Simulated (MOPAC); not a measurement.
MOPAC input (PM6):

```
PM6 1SCF CHARGE=1 GEO-OK AUX(PRECISION=9) THREADS=1
H4N

N    -0.00000000 1    0.00000000 1    0.00000000 1
H     0.01428541 1    0.96188359 1   -0.35397200 1
H     0.83339821 1   -0.49769460 1   -0.32934452 1
H    -0.84032710 1   -0.47735428 1   -0.34161902 1
H    -0.00735652 1    0.01316529 1    1.02493554 1
```

From the last part of the output:

```
                                                       MOPAC v23.2.5 Linux

          FINAL HEAT OF FORMATION =        151.92030 KCAL/MOL =     635.63453 KJ/MOL

          COSMO AREA              =         50.34 SQUARE ANGSTROMS
          COSMO VOLUME            =         31.86 CUBIC ANGSTROMS

          IONIZATION POTENTIAL    =         24.944597 EV
          HOMO LUMO ENERGIES (EV) =        -24.945 -4.712
          NO. OF FILLED LEVELS    =          4
          MOLECULAR WEIGHT        =         18.0383         POINT GROUP:  Td

          MOLECULAR DIMENSIONS (Angstroms)

            Atom       Atom       Distance
            H     5    H     3     1.67389
            H     4    H     2     1.67389
            H     2    H     3     1.18362

          SCF CALCULATIONS        =          1

   ATOM   CHEMICAL          X               Y               Z
  NUMBER   SYMBOL      (ANGSTROMS)     (ANGSTROMS)     (ANGSTROMS)

     1       N         -0.00000000  *   0.00000000  *   0.00000000  *
     2       H          0.01428541  *   0.96188359  *  -0.35397200  *
     3       H          0.83339821  *  -0.49769460  *  -0.32934452  *
     4       H         -0.84032710  *  -0.47735428  *  -0.34161902  *
     5       H         -0.00735652  *   0.01316529  *   1.02493554  *

                             CARTESIAN COORDINATES

   1    N       -0.000000000     0.000000000     0.000000000
   2    H        0.014285410     0.961883590    -0.353972000
   3    H        0.833398210    -0.497694600    -0.329344520
   4    H       -0.840327100    -0.477354280    -0.341619020
   5    H       -0.007356520     0.013165290     1.024935540

           Empirical Formula: H4 N  =     5 atoms

      MOLECULAR POINT GROUP   :   Td

                  EIGENVALUES
 -41.03241 -24.94460 -24.94460 -24.94460  -4.71212  -1.79925  -1.79925  -1.79925

              NET ATOMIC CHARGES AND DIPOLE CONTRIBUTIONS

  ATOM NO.   TYPE          CHARGE      No. of ELECS.   s-Pop       p-Pop
    1          N          -0.068483        5.0685     1.35312     3.71536
    2          H           0.267121        0.7329     0.73288
    3          H           0.267121        0.7329     0.73288
    4          H           0.267121        0.7329     0.73288
    5          H           0.267121        0.7329     0.73288
 DIPOLE           X         Y         Z       TOTAL
 POINT-CHG.     0.000    -0.000     0.000     0.000
 HYBRID        -0.000     0.000    -0.000     0.000
 SUM            0.000    -0.000     0.000     0.000

          ATOMIC ORBITAL ELECTRON POPULATIONS

     Atom    s        px        py        pz
    1  N   1.35312   1.23845   1.23845   1.23845
    2  H   0.73288
    3  H   0.73288
    4  H   0.73288
    5  H   0.73288

 **********************
 *                    *
 * JOB ENDED NORMALLY *
 *                    *
 **********************

 == MOPAC DONE ==
```

The dipole moment of an ion depends on the origin.
